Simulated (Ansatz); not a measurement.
**Molecular dynamics of CH$_{4}$AlS, charge +1**

The input (input.yaml):

```yaml
crystal:
  periodic: [false, false, false]
  atoms:
    - { symbol: C, position_ang: [-1.407489, 0.132252, -0.577452] }
    - { symbol: S, position_ang: [-0.03378, -0.517163, -1.202172] }
    - { symbol: Al, position_ang: [1.540888, -0.159293, 0.598453] }
    - { symbol: H, position_ang: [-2.321779, 0.112371, -1.186981] }
    - { symbol: H, position_ang: [-1.465008, 0.587495, 0.421998] }
    - { symbol: H, position_ang: [0.73093, 0.570433, 1.746172] }
    - { symbol: H, position_ang: [2.956239, -0.726095, 0.199981] }
total_charge: 1
basis:
  gaussian: { orbitals: "6-31G*" }
hamiltonian:
  xc: pbe
md:
  timestep: 0.5
  n_steps: 166
  ensemble: nvt_langevin
  temperature: 500.0
  initial_velocities: maxwell_boltzmann
  seed: 787594
  friction: 0.005
scf:
  lower_state_search: "off"
```

Command:

```bash
$ ansatz run input.yaml --threads 1 --pin off --max-ram 2048MiB --backend cpu --events-out ev --progress --plain --runs-dir out
```

It starts from a relaxed structure.

Output, in part (one step line in 3, the closing report, with atoms numbered from 0; the dipole of an ion depends on the origin):

```
md step     0: t =     0.00 fs  T =   428.6 K  F+E_penalty+E_count = -18515.36972540 eV  E_kin = 0.387780 eV  (16 SCF iters)
md step     3: t =     1.50 fs  T =   353.9 K  F+E_penalty+E_count = -18515.29949529 eV  E_kin = 0.320234 eV  (20 SCF iters)
md step     6: t =     3.00 fs  T =   266.6 K  F+E_penalty+E_count = -18515.19234067 eV  E_kin = 0.241241 eV  (20 SCF iters)
md step     9: t =     4.50 fs  T =   268.4 K  F+E_penalty+E_count = -18515.17651100 eV  E_kin = 0.242849 eV  (19 SCF iters)
md step    12: t =     6.00 fs  T =   343.3 K  F+E_penalty+E_count = -18515.23704942 eV  E_kin = 0.310599 eV  (20 SCF iters)
md step    15: t =     7.50 fs  T =   269.8 K  F+E_penalty+E_count = -18515.22656982 eV  E_kin = 0.244123 eV  (20 SCF iters)
md step    18: t =     9.00 fs  T =   242.4 K  F+E_penalty+E_count = -18515.18127802 eV  E_kin = 0.219326 eV  (20 SCF iters)
md step    21: t =    10.50 fs  T =   225.0 K  F+E_penalty+E_count = -18515.16225217 eV  E_kin = 0.203558 eV  (20 SCF iters)
md step    24: t =    12.00 fs  T =   189.5 K  F+E_penalty+E_count = -18515.10802375 eV  E_kin = 0.171484 eV  (20 SCF iters)
md step    27: t =    13.50 fs  T =   192.1 K  F+E_penalty+E_count = -18515.08887743 eV  E_kin = 0.173826 eV  (20 SCF iters)
md step    30: t =    15.00 fs  T =   260.8 K  F+E_penalty+E_count = -18515.15677441 eV  E_kin = 0.235956 eV  (19 SCF iters)
md step    33: t =    16.50 fs  T =   356.2 K  F+E_penalty+E_count = -18515.22170032 eV  E_kin = 0.322312 eV  (19 SCF iters)
md step    36: t =    18.00 fs  T =   399.7 K  F+E_penalty+E_count = -18515.19803786 eV  E_kin = 0.361693 eV  (20 SCF iters)
md step    39: t =    19.50 fs  T =   324.6 K  F+E_penalty+E_count = -18515.15334038 eV  E_kin = 0.293679 eV  (19 SCF iters)
md step    42: t =    21.00 fs  T =   314.4 K  F+E_penalty+E_count = -18515.15626378 eV  E_kin = 0.284515 eV  (19 SCF iters)
md step    45: t =    22.50 fs  T =   301.0 K  F+E_penalty+E_count = -18515.17613751 eV  E_kin = 0.272317 eV  (19 SCF iters)
md step    48: t =    24.00 fs  T =   342.0 K  F+E_penalty+E_count = -18515.20978859 eV  E_kin = 0.309423 eV  (20 SCF iters)
md step    51: t =    25.50 fs  T =   402.1 K  F+E_penalty+E_count = -18515.22818433 eV  E_kin = 0.363863 eV  (20 SCF iters)
md step    54: t =    27.00 fs  T =   372.8 K  F+E_penalty+E_count = -18515.18382033 eV  E_kin = 0.337323 eV  (20 SCF iters)
md step    57: t =    28.50 fs  T =   277.3 K  F+E_penalty+E_count = -18515.10073097 eV  E_kin = 0.250933 eV  (20 SCF iters)
md step    60: t =    30.00 fs  T =   239.9 K  F+E_penalty+E_count = -18515.07157266 eV  E_kin = 0.217054 eV  (20 SCF iters)
md step    63: t =    31.50 fs  T =   280.1 K  F+E_penalty+E_count = -18515.10531655 eV  E_kin = 0.253430 eV  (20 SCF iters)
md step    66: t =    33.00 fs  T =   310.0 K  F+E_penalty+E_count = -18515.11735516 eV  E_kin = 0.280453 eV  (20 SCF iters)
md step    69: t =    34.50 fs  T =   316.8 K  F+E_penalty+E_count = -18515.15298650 eV  E_kin = 0.286692 eV  (20 SCF iters)
md step    72: t =    36.00 fs  T =   333.9 K  F+E_penalty+E_count = -18515.17683199 eV  E_kin = 0.302115 eV  (20 SCF iters)
md step    75: t =    37.50 fs  T =   252.5 K  F+E_penalty+E_count = -18515.11208895 eV  E_kin = 0.228467 eV  (20 SCF iters)
md step    78: t =    39.00 fs  T =   191.0 K  F+E_penalty+E_count = -18515.03740638 eV  E_kin = 0.172788 eV  (20 SCF iters)
md step    81: t =    40.50 fs  T =   210.6 K  F+E_penalty+E_count = -18515.06440153 eV  E_kin = 0.190572 eV  (20 SCF iters)
md step    84: t =    42.00 fs  T =   290.3 K  F+E_penalty+E_count = -18515.13486867 eV  E_kin = 0.262708 eV  (20 SCF iters)
md step    87: t =    43.50 fs  T =   266.2 K  F+E_penalty+E_count = -18515.11622841 eV  E_kin = 0.240824 eV  (20 SCF iters)
md step    90: t =    45.00 fs  T =   235.7 K  F+E_penalty+E_count = -18515.08351525 eV  E_kin = 0.213275 eV  (20 SCF iters)
md step    93: t =    46.50 fs  T =   243.6 K  F+E_penalty+E_count = -18515.07856490 eV  E_kin = 0.220449 eV  (20 SCF iters)
md step    96: t =    48.00 fs  T =   240.9 K  F+E_penalty+E_count = -18515.07712488 eV  E_kin = 0.217989 eV  (20 SCF iters)
md step    99: t =    49.50 fs  T =   298.3 K  F+E_penalty+E_count = -18515.11377558 eV  E_kin = 0.269880 eV  (20 SCF iters)
md step   102: t =    51.00 fs  T =   368.5 K  F+E_penalty+E_count = -18515.21654940 eV  E_kin = 0.333385 eV  (20 SCF iters)
md step   105: t =    52.50 fs  T =   436.1 K  F+E_penalty+E_count = -18515.29069401 eV  E_kin = 0.394621 eV  (19 SCF iters)
md step   108: t =    54.00 fs  T =   398.5 K  F+E_penalty+E_count = -18515.25497684 eV  E_kin = 0.360590 eV  (20 SCF iters)
md step   111: t =    55.50 fs  T =   349.9 K  F+E_penalty+E_count = -18515.19693004 eV  E_kin = 0.316638 eV  (20 SCF iters)
md step   114: t =    57.00 fs  T =   338.3 K  F+E_penalty+E_count = -18515.19135532 eV  E_kin = 0.306074 eV  (20 SCF iters)
md step   117: t =    58.50 fs  T =   341.1 K  F+E_penalty+E_count = -18515.21410198 eV  E_kin = 0.308657 eV  (20 SCF iters)
md step   120: t =    60.00 fs  T =   345.9 K  F+E_penalty+E_count = -18515.22629436 eV  E_kin = 0.312995 eV  (20 SCF iters)
md step   123: t =    61.50 fs  T =   332.9 K  F+E_penalty+E_count = -18515.21528226 eV  E_kin = 0.301228 eV  (20 SCF iters)
md step   126: t =    63.00 fs  T =   292.8 K  F+E_penalty+E_count = -18515.15801344 eV  E_kin = 0.264937 eV  (20 SCF iters)
md step   129: t =    64.50 fs  T =   227.7 K  F+E_penalty+E_count = -18515.09101080 eV  E_kin = 0.205994 eV  (20 SCF iters)
md step   132: t =    66.00 fs  T =   218.0 K  F+E_penalty+E_count = -18515.09267033 eV  E_kin = 0.197276 eV  (20 SCF iters)
md step   135: t =    67.50 fs  T =   260.5 K  F+E_penalty+E_count = -18515.14095708 eV  E_kin = 0.235685 eV  (20 SCF iters)
md step   138: t =    69.00 fs  T =   318.5 K  F+E_penalty+E_count = -18515.17199474 eV  E_kin = 0.288167 eV  (20 SCF iters)
md step   141: t =    70.50 fs  T =   335.6 K  F+E_penalty+E_count = -18515.16404017 eV  E_kin = 0.303686 eV  (20 SCF iters)
md step   144: t =    72.00 fs  T =   297.4 K  F+E_penalty+E_count = -18515.11203971 eV  E_kin = 0.269079 eV  (19 SCF iters)
md step   147: t =    73.50 fs  T =   250.2 K  F+E_penalty+E_count = -18515.09651416 eV  E_kin = 0.226429 eV  (19 SCF iters)
md step   150: t =    75.00 fs  T =   300.1 K  F+E_penalty+E_count = -18515.14901968 eV  E_kin = 0.271560 eV  (20 SCF iters)
md step   153: t =    76.50 fs  T =   338.6 K  F+E_penalty+E_count = -18515.21165194 eV  E_kin = 0.306351 eV  (20 SCF iters)
md step   156: t =    78.00 fs  T =   337.8 K  F+E_penalty+E_count = -18515.22537443 eV  E_kin = 0.305643 eV  (20 SCF iters)
md step   159: t =    79.50 fs  T =   323.7 K  F+E_penalty+E_count = -18515.19811157 eV  E_kin = 0.292864 eV  (20 SCF iters)
md step   162: t =    81.00 fs  T =   349.4 K  F+E_penalty+E_count = -18515.16968723 eV  E_kin = 0.316116 eV  (20 SCF iters)
md step   165: t =    82.50 fs  T =   371.4 K  F+E_penalty+E_count = -18515.17085287 eV  E_kin = 0.336073 eV  (20 SCF iters)
md step   166: t =    83.00 fs  T =   366.1 K  F+E_penalty+E_count = -18515.18274947 eV  E_kin = 0.331247 eV  (20 SCF iters)
Total energy: -18515.18278966 eV, -680.4204174782 hartree
Atom 0 at    -1.392420    -0.321649    -0.701433 Å, force     0.990205     0.442716     1.071491 eV/Å
Atom 1 at     0.100605    -0.331453    -1.389438 Å, force     0.013151    -0.044454    -0.081155 eV/Å
Atom 2 at     1.700995    -0.022892     0.425762 Å, force    -0.776429     0.074035     1.200816 eV/Å
Atom 3 at    -2.238966    -0.447084    -1.342648 Å, force    -0.876033    -0.216102    -0.596462 eV/Å
Atom 4 at    -1.562998    -0.142116     0.382403 Å, force     0.029747    -0.131781    -0.383096 eV/Å
Atom 5 at     0.784357     0.365684     1.850622 Å, force     0.858968    -0.297183    -1.312700 eV/Å
Atom 6 at     3.138829    -0.448936    -0.127790 Å, force    -0.239610     0.172769     0.101105 eV/Å
Dipole moment:    -0.179792     0.076441     0.279890 e Å
```

All steps were run. The mean temperature of the second half is 38 % below the set value. A run of 0.083 ps of so small a system gives no equilibrium averages.

The same pairs are bonded in the first frame and the last. Pairs count as bonded within 1.25 times the sum of covalent radii (0.12 Å more for H–H).

Last frame:

```xyz
7
Properties=species:S:1:pos:R:3
C -1.392 -0.322 -0.701
S 0.101 -0.332 -1.389
Al 1.701 -0.023 0.426
H -2.239 -0.447 -1.343
H -1.563 -0.142 0.382
H 0.784 0.366 1.851
H 3.139 -0.449 -0.128
```

The run took 3 min on 1 thread of Arm Neoverse V1, on a shared host, peak memory 0.086 GiB.
